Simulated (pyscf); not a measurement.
**Addition across a multiple bond or ene-type step: [O=Si–OH]• (SMILES O=[Si]O) + H₂O (SMILES O) → HO–Si•(OH)–OH (SMILES O[Si](O)O)**

Gas phase, doublet surface, charge 0. Bonds broken: H4–O6. Bonds formed: O1–H4, Si2–O6. Structures and frequencies: ωB97X-D3(BJ)/def2-SVP in PySCF. Correlated levels are frozen-core, on RHF or UHF. ΔMP2 is the change of the MP2 total energy from the triple- to the quadruple-zeta basis.

Transition state (Å):

```xyz
7

O     -0.0165     0.3217    -0.9752
Si     0.4728    -0.6803     0.1561
O      2.0898    -0.8847     0.4571
H     -0.3109     1.0276     0.2349
H      2.3435    -1.6346     1.0069
O     -0.1135     0.7621     1.3082
H     -0.9493     0.6241     1.7770
```

One imaginary mode, 1035i cm⁻¹; descent along it reached the two sides named, in the forms told below.

```csv
bond,change,reactant side (Å),saddle,product side
H4–O6,breaks,0.982,1.123,2.545
O1–H4,forms,2.121,1.432,0.947
Si2–O6,forms,2.107,1.937,1.668
```

Electronic energies relative to the separated reactants (kcal/mol):

```json
[
 {"level": "ωB97X-D3(BJ)/def2-TZVP", "barrier": "-10.8", "reaction energy": "-61.1", "reverse barrier": "50.3"},
 {"level": "PBE/def2-TZVP", "barrier": "-11.1", "reaction energy": "-53.2", "reverse barrier": "42.1"},
 {"level": "r²SCAN/def2-TZVP", "barrier": "-12.5", "reaction energy": "-59.8", "reverse barrier": "47.3"},
 {"level": "B3LYP-D3(BJ)/def2-TZVP", "barrier": "-8.4", "reaction energy": "-56.8", "reverse barrier": "48.4"},
 {"level": "PBE0-D3(BJ)/def2-TZVP", "barrier": "-12.4", "reaction energy": "-60.5", "reverse barrier": "48.1"},
 {"level": "M06-2X/def2-TZVP", "barrier": "-11.9", "reaction energy": "-63.3", "reverse barrier": "51.4"},
 {"level": "ωB97M-D3(BJ)/def2-TZVP", "barrier": "-9.1", "reaction energy": "-57.9", "reverse barrier": "48.9"},
 {"level": "HF/def2-TZVP", "barrier": "-1.5", "reaction energy": "-66.8", "reverse barrier": "65.3"},
 {"level": "MP2/def2-QZVPP", "barrier": "-8.6", "reaction energy": "-57.9", "reverse barrier": "49.4"},
 {"level": "CCSD/def2-TZVPP", "barrier": "-6.5", "reaction energy": "-59.8", "reverse barrier": "53.4"},
 {"level": "CCSD(T)/def2-TZVPP", "barrier": "-7.2", "reaction energy": "-57.5", "reverse barrier": "50.4"},
 {"level": "CCSD(T)/def2-TZVPP + ΔMP2(QZVPP)", "barrier": "-7.3", "reaction energy": "-58.0", "reverse barrier": "50.6"}
]
```

With CCSD(T)/def2-TZVPP + ΔMP2(QZVPP) energies and thermal terms (ideal gas, 1 atm, RRHO with modes under 100 cm⁻¹ raised to 100, one conformer, R ln 2 for chiral ones without a mode under 150 cm⁻¹), in kcal/mol:

```json
[
 {"T (K)": "298", "ΔH‡": "-8.1", "ΔG‡": "2.5", "ΔH": "-56.5", "ΔG": "-46.2"},
 {"T (K)": "600", "ΔH‡": "-8.1", "ΔG‡": "13.4", "ΔH": "-55.7", "ΔG": "-35.9"},
 {"T (K)": "900", "ΔH‡": "-7.6", "ΔG‡": "24.1", "ΔH": "-54.5", "ΔG": "-26.3"},
 {"T (K)": "1200", "ΔH‡": "-6.8", "ΔG‡": "34.5", "ΔH": "-53.3", "ΔG": "-17.1"}
]
```

On the reactant side the descent ends in an adduct with a O–Si contact, 14.5 kcal/mol under the separated species and 3.7 kcal/mol under the saddle at ωB97X-D3(BJ)/def2-TZVP. At ωB97X-D3(BJ), PBE, r²SCAN, B3LYP-D3(BJ), PBE0-D3(BJ), M06-2X, ωB97M-D3(BJ), HF, MP2, CCSD, CCSD(T), CCSD(T) the saddle lies under the separated reactants, which points to a path from their complex (located at ωB97X-D3(BJ) alone). What is counted as formed (O–Si) is already present as a longer contact in the reactant adduct; forming that adduct is a step of its own. One saddle was located; it need not be the lowest between these sides. The CCSD(T) − MP2 part came from Ansatz, without density fitting, on the same reference.
